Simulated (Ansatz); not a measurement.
# H2O4S, SMILES O=S(=O)(O)O: a ladder of methods at one geometry

With the Ansatz DFT code, driven from Python.

Notebook, run cell by cell (the value of a cell's last expression is shown):

**Cell 1**
```python
from pathlib import Path

import ansatz as az
import numpy as np
```

**Cell 2**
```python
SETTINGS = {
    "basis": "cc-pVDZ",
}
```

**Cell 3**
```python
GEOMETRY = """
O     0.35592   -1.60393    0.82682
S    -0.00751   -0.45002    0.10558
O    -0.92230   -0.51274   -0.98692
O    -0.56005    0.63809    1.11453
O     1.30236    0.26427   -0.42718
H    -1.28117    1.08746    0.67706
H     1.11274    0.57687   -1.30989
"""
```

**Cell 4**
```python
system = az.Crystal.molecule()
for line in GEOMETRY.strip().splitlines():
    symbol, *xyz = line.split()
    system = system.atom(symbol, [float(v) for v in xyz])
```

**Cell 5**
```python
setup = system.calculation().basis(gaussian=SETTINGS["basis"])
```

**Cell 6**
```python
print("functional    E (Ha)        dipole (D)   HOMO (eV)  LUMO (eV)")
for name in ["pbe0", "b3lyp", "revpbe", "hf"]:
    rep = setup.functional(name).forces().orbitals().run(threads=1, backend="cpu", runs_dir="runs").report
    lines = Path(rep["orbitals_path"]).read_text().splitlines()
    field_of = lambda key: [line.split("=")[1].strip() for line in lines if line.startswith(key)]
    orbitals = [(27.211386 * float(e), s, float(n)) for e, s, n in zip(field_of("Ene="), field_of("Spin="), field_of("Occup="))]
    homo = max(e for e, _, n in orbitals if n > 0.5)
    lumo = min(e for e, _, n in orbitals if n < 0.5)
    dipole = 4.803205 * np.linalg.norm(rep["charge_distribution"]["dipole_moment_e_ang"])
    print(f"{name:10s} {rep['free_energy_ev'] / 27.211386246:14.6f} {dipole:9.3f} {homo:11.3f} {lumo:10.3f}")
```
Output:
```text
functional    E (Ha)        dipole (D)   HOMO (eV)  LUMO (eV)
pbe0          -699.769636     3.582      -9.189      0.574
b3lyp         -700.215997     3.546      -8.814      0.163
revpbe        -700.047389     3.396      -7.297     -0.335
hf            -698.057743     3.934     -13.663      3.825
```

Total energies depend on the basis set; only differences at equal settings carry meaning. The geometry is a force-field or estimated start, not a minimum of this method, and the basis set is short of its limit. A lower total doesn't mark the better method: functionals have no common bound, and MP2 and coupled cluster aren't variational. b3lyp holds the VWN-RPA fit, as in Gaussian; the form of ORCA and Turbomole is b3lyp5. Levels such as HOMO and LUMO are orbital energies: with these approximate functionals they aren't the ionisation energy and electron affinity, and their gap isn't the fundamental gap. For Al to Cl the sets with a tight d function, cc-pV(X+d)Z, are usual. Timing: 8.2 s on 1 thread of Arm Neoverse V2, on a shared host, peak memory 0.23 GiB.
